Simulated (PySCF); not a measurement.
## Ar: ionisation energy

Ar [Ar] (1S) → Ar⁺ [Ne] 3s2 3p5 (2P), as a difference of total energies. Calculation: PySCF 2.14, in aug-cc-pwCVTZ (8s7p5d3f, 75 functions); the non-relativistic Hamiltonian (point nucleus). Correlated levels: nothing frozen. The calculations carry no spin-orbit coupling.

```csv
method,ionisation energy (eV)
UHF,14.556
MP2 (all electrons),15.771
SCS-MP2 (all electrons),15.662
CCSD (all electrons),15.565
CCSD(T) (all electrons),15.625
```

A first-order spin-orbit estimate (lowest level to lowest level, LS coupling) adds -0.055 eV.

Errors of the correlated levels include the incompleteness of this basis.

Question: Which method comes closest to the reference value, and which is furthest?

Answer: The reference is 15.760 eV (measured; NIST Atomic Spectra Database, ionization energies). Closest: MP2 (all electrons) (error -0.044 eV); furthest: UHF (error -1.259 eV), both after the spin-orbit estimate.
